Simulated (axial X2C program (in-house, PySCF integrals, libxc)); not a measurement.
**SN⁻: cheaper levels and CCSD(T), 2c**

Computed with an in-house relativistic program for diatomic molecules. Two-component (2c) means X2C with spin–orbit coupling and atomic mean-field two-electron Coulomb and Gaunt terms. Basis: S dyall-av3z [9s8p3d2f], N dyall-av3z [7s7p3d2f] (cores contracted in-house); Gaussian nuclei, density fitting, unrestricted open shells. Masses: S 31.972 u, N 14.003 u.

State: Ω = 1 (⟨Sz⟩ = 1.00, ⟨Lz⟩ = 0.00 at HF); fragments S- + N.

```json
{"level": "PBE0", "Re (Å)": "1.589", "ωe (cm⁻¹)": "960.5", "De (eV)": "4.12"}
{"level": "HF", "Re (Å)": "1.613", "ωe (cm⁻¹)": "883.2", "De (eV)": "1.37"}
{"level": "MP2", "Re (Å)": "1.573", "ωe (cm⁻¹)": "1005.3", "De (eV)": "3.68"}
{"level": "CCSD", "Re (Å)": "1.598", "ωe (cm⁻¹)": "946.8", "De (eV)": "3.48"}
{"level": "PBE", "Re (Å)": "1.603", "ωe (cm⁻¹)": "917.8", "De (eV)": "4.64"}
```

Correlated methods: 12 electrons correlated (number of frozen shells: S 2 s, 1 p; N 1 s), 196 virtual spin orbitals or spinors in MP2, 90 natural virtuals in coupled cluster.

CCSD(T), same Hamiltonian and basis:

Re = 1.601 Å, ωe = 941.0 cm⁻¹, De = 3.68 eV; T1 = 0.036 (Lee–Taylor normalisation).

Q: Give the differences from CCSD(T) in the columns below.

A: 

| level | ΔRe (Å) | Δωe (cm⁻¹) | ΔDe (eV) |
| --- | --- | --- | --- |
| PBE0 | -0.012 | 20 | 0.44 |
| HF | 0.012 | -58 | -2.31 |
| MP2 | -0.028 | 64 | 0.00 |
| CCSD | -0.003 | 6 | -0.20 |
| PBE | 0.002 | -23 | 0.96 |

The state is one determinant whose occupation by symmetry is held fixed; it was picked as the lowest of a PBE0 search that is not exhaustive. De is counted from the lowest determinant-based energies of the atoms at the same level, without counterpoise correction. Density functionals use the spin component along the axis (collinear). CCSD and (T) use frozen natural virtuals with an MP2 correction for the truncation; (T) itself is uncorrected, so its De runs slightly low. The 2c atoms are single determinants rather than J levels; their spin–orbit lowering is only partly caught, and De is too large by that part. This holds for PBE0, PBE. PBE0 can misorder states that lie within some tenths of an eV, so this need not be the ground state of the molecule. The nearest other 2c determinant of the search, Ω = 0, lies 0.86 eV up at the distance of the search. The functionals have no current-density term, which raises determinants with orbital currents, atoms included. With several unpaired electrons one determinant need not be a pure state. Open-shell Ω = 0 determinants with evenly filled partner blocks cannot be reached by this program, so the Ω shown need not be the lowest component. This is the Ω = 1 component of a π² triplet; the 0⁺ component is not one determinant and can lie lowest. The highest occupied level of some functionals is positive through self-interaction error; at Hartree–Fock it is bound. Hartree–Fock gets electron affinities wrong, so its lowest charge split need not be the true one.
